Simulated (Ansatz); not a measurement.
# B₂SiH+ (triplet): the correlation ladder, def2-TZVPP

One table from this session's results is given with a row withheld; the runs are named, their logs left out.

Method: def2-TZVPP, core rule «outside noble gas», up to 7 orbitals frozen; program: Ansatz 0.2.0, Gaussian basis.

To be run: UHF; ROHF; CCSD(T) on UHF.

### The geometry

The geometry is a PBE0/def2-TZVP stationary point (not a proven minimum) of the parent state, kept for this charge and spin.

4 atoms, charge 1, spin multiplicity 3.

Atoms are counted from 1 here; the program's logs count them from 0.

Bond lengths: B1–B2 1.555 Å, B1–H4 1.178 Å, B2–Si3 1.975 Å. Angles: B2–B1–H4 180.0°, B1–B2–Si3 180.0°.

Set-up of the first run:

Input file in.yaml:

```yaml
crystal:
  periodic: [false, false, false]
  atoms:
    - {symbol: B, position_ang: [0.000000, 0.000000, -0.976964]}
    - {symbol: B, position_ang: [0.000000, 0.000000, 0.578505]}
    - {symbol: Si, position_ang: [0.000000, 0.000000, 2.553858]}
    - {symbol: H, position_ang: [0.000000, 0.000000, -2.155400]}
basis:
  gaussian: {orbitals: def2-TZVPP}
total_charge: 1
magnetization: {spin_polarized: true, initial_magnetization: 2}
hamiltonian: {xc: hf}
output: {orbitals: {seedname: orbitals}}
```

Launch:

```console
> ansatz run in.yaml --threads 1 --pin off --events-out ev --progress --plain --max-ram 4096MiB --backend cpu
```

Steps of the session up to this table: UHF; ROHF; CCSD(T) on UHF.

One of the session's tables, all rows but one given; the rest of the session is left out.

| method | from UCCSD(T) (meV) |
| --- | --- |
| ROHF | +7074.3 |
| UHF | +6973.0 |
| UMP2 | +1418.3 |
| UCCSD | ? |
| UCCSD(T) | 0 |

**Question.** Estimate the row for UCCSD.

The run gave: from UCCSD(T) (meV): +317.9. In the column «from UCCSD(T) (meV)» it lies between UCCSD(T) (0) and UMP2 (+1418.3).
